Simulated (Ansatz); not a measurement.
AlH2(CCH) (C₂H₃Al), relaxed as a singlet with RKS PBE-D4/def2-TZVP in Ansatz, starting from the GFN2-xTB geometry. Force threshold 0.02 eV/Å.

Start:

| atom | x (Å) | y (Å) | z (Å) |
| --- | --- | --- | --- |
| Al1 | -0.1221 | -1.0873 | 0.6536 |
| H2 | -0.2409 | -2.4659 | -0.0448 |
| H3 | -0.1653 | -1.1333 | 2.2029 |
| C4 | 0.0667 | 0.5724 | -0.3400 |
| C5 | 0.1807 | 1.6074 | -0.9637 |
| H6 | 0.2808 | 2.5068 | -1.5080 |

```csv
step,energy (eV),largest force component (eV/Å),SCF passes
1,-8711.8530,1.156,17
2,-8711.9165,0.212,22
3,-8711.9180,0.042,23
4,-8711.9181,0.002,24
```

Force components are those of the run's own axes.

End:

```xyz
6

Al   -0.123   -1.099    0.660
H    -0.238   -2.463   -0.147
H    -0.157   -1.039    2.248
C     0.062    0.534   -0.318
C     0.177    1.576   -0.945
H     0.279    2.492   -1.497
```

By distances, no bond broke or formed. The bond that changes most is Al1–H2, from 1.55 to 1.59 Å (atoms count from 1).

No frequencies were taken in this run, so the end may be a saddle point.

Hardware: 4 threads of Arm Neoverse N1 on a shared host. Wall time 3 s.
